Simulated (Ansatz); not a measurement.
# CH3AlF, SMILES [CH3][Al][F]: a relaxed scan of one distance

Program: Ansatz's Python interface.

Notebook, run cell by cell (the value of a cell's last expression is shown):

**Cell 1**
```python
import ansatz as az
from ase import Atoms
import numpy as np
```

**Cell 2**
```python
atoms = Atoms(['C', 'Al', 'F', 'H', 'H', 'H'], positions=[
    (-0.408, 0.3834, -0.2618),
    (1.3082, -0.4349, 0.0404),
    (1.4199, -1.7955, 1.1935),
    (-0.3232, 1.5142, -0.0104),
    (-1.2232, -0.0741, 0.3368),
    (-0.7317, 0.343, -1.3448),
])
ch3alf = az.Crystal.molecule_from_ase(atoms)
```

**Cell 3**
```python
calculation = (
    ch3alf.calculation()
    .basis(gaussian='def2-SVP')
    .functional('B3LYP')
    .spin('collinear', total=1)
)
symbols = [site.symbol for site in ch3alf.cartesian_sites]
pairs = [(0, 1), (0, 3), (0, 4), (0, 5), (1, 2)]
print('held (A)   E (eV)        ', '  '.join(f'{symbols[i]}{i}-{symbols[j]}{j}' for i, j in pairs))
for length in [1.77, 1.93, 2.08, 2.31, 2.6]:
    rep = calculation.relax(constraints=[az.DistanceConstraint((0, 1), at=length)], force_tolerance=0.02, max_steps=60).run(threads=1, backend='cpu').report
    xyz = np.array(rep['positions_ang'])
    print(f'{length:6.2f} {rep["free_energy_ev"]:14.5f}  ', '  '.join(f'{np.linalg.norm(xyz[i] - xyz[j]):.3f}' for i, j in pairs))
```
Output:
```text
held (A)   E (eV)         C0-Al1  C0-H3  C0-H4  C0-H5  Al1-F2
DeckWarning: relax.constraints: the input's atoms, or those drawn, lie off the distances that are held; a relaxation that starts there is brought onto them ahead of its first SCF, by positions alone, an atom by 7.76e-2 Å at the most. With the symmetry detection on, the symmetry is detected on the input's atoms as so [...]
  1.77   -10395.85202   1.770  1.105  1.104  1.105  1.680
  1.93   -10396.21063   1.930  1.104  1.103  1.103  1.679
  2.08   -10396.18117   2.080  1.102  1.102  1.102  1.677
  2.31   -10395.85753   2.310  1.099  1.099  1.099  1.677
  2.60   -10395.39771   2.600  1.095  1.096  1.095  1.679
```

What to keep in mind:
- Total energies depend on the basis set; only differences at equal settings carry meaning.
- Warnings are shown shortened and without file and line.
- The energies are electronic: no zero-point or thermal terms, and the basis set is short of its limit.
- The species is open-shell (spin multiplicity 2).
- b3lyp holds the VWN-RPA fit, as in Gaussian; the form of ORCA and Turbomole is b3lyp5.
- Run time: 78 s on 1 thread of Arm Neoverse V1 (shared host), peak memory 0.22 GiB.
